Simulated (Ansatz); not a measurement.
Breaking a bond: ClNa, singlet.

RHF/cc-pVDZ (Ansatz, a program for electronic structure); RMP2 = MP2 on RHF/cc-pVDZ, frozen core run with Ansatz; RCCSD = CCSD on RHF/cc-pVDZ, frozen core (Ansatz); RCCSD(T) = Ansatz with CCSD(T) on RHF/cc-pVDZ, frozen core; UHF/cc-pVDZ (Ansatz); RCCSDT = Ansatz with CCSDT on RHF/cc-pVDZ, frozen core; RCCSDT(Q) = CCSDT(Q) on RHF/cc-pVDZ, frozen core run with Ansatz; RKS-PBE0 = restricted PBE0/cc-pVDZ (Ansatz); UKS-PBE0 = unrestricted PBE0/cc-pVDZ run with Ansatz; RKS-PBE = restricted PBE/cc-pVDZ (Ansatz); UKS-PBE = unrestricted PBE/cc-pVDZ in Ansatz; FCI = full CI/cc-pVDZ, frozen core run with Ansatz.

All curves are set to zero at 2.43 Å and compared with full CI in the same basis at 2.43, 2.56, 2.62, 2.69, 2.78, 2.90, 3.01, 3.18, 3.39, 3.59, 3.92, 4.30, 4.72, 5.30, 5.92, 6.65, 7.72, 9.11 Å.

### Question
Which method stays most parallel to full CI over these points, and which least?

### Answer
RKS-PBE0 has the smallest spread and RCCSDT(Q) the largest. In order (kcal/mol): RKS-PBE0 8.34, UKS-PBE0 13.64, RKS-PBE 15.89, UHF 17.56, RMP2 17.69, RHF 18.00, UKS-PBE 19.87, RCCSD 20.00, RCCSDT 20.59, RCCSD(T) 20.65, RCCSDT(Q) 20.94.

Errors against full CI at some of the points (kcal/mol):

| method | 3.01 Å | 3.59 Å | 4.72 Å | 5.92 Å | 9.11 Å |
|---|---|---|---|---|---|
| RKS-PBE0 | 1.0 | 0.3 | -3.3 | -7.3 | 0.7 |
| UKS-PBE0 | 1.0 | 0.3 | -4.4 | -11.9 | -8.8 |
| RKS-PBE | 0.3 | -1.6 | -8.3 | -15.2 | -11.2 |
| UHF | 0.3 | -0.3 | -2.0 | -13.3 | -17.3 |
| RMP2 | 0.1 | 0.1 | 0.0 | 0.7 | 17.7 |
| RHF | 0.3 | -0.3 | -2.0 | -2.2 | 15.6 |
| UKS-PBE | 0.3 | -1.6 | -9.1 | -18.2 | -16.3 |
| RCCSD | 0.1 | 0.1 | -0.1 | 0.3 | 19.9 |
| RCCSDT | 0.0 | 0.0 | 0.0 | 0.0 | 20.6 |
| RCCSD(T) | 0.0 | 0.0 | 0.0 | 0.2 | 20.7 |
| RCCSDT(Q) | 0.0 | 0.0 | 0.0 | -0.3 | 20.6 |

The restricted form behind RHF, RMP2, RKS-PBE0, RKS-PBE keeps the bonding electrons paired and can't separate into open-shell fragments. The T1 diagnostic of CCSD on the restricted reference of RMP2, RCCSD, RCCSD(T), RCCSDT, RCCSDT(Q) exceeds 0.045 at 5.92 to 9.11 Å. The unrestricted determinant behind UHF is spin-contaminated at 5.30 to 9.11 Å (<S²> up to 1.0, against 0.00 for a pure singlet). The unrestricted determinant behind UKS-PBE0, UKS-PBE is spin-contaminated at 4.30 to 9.11 Å (<S²> up to 0.6, against 0.00 for a pure singlet).
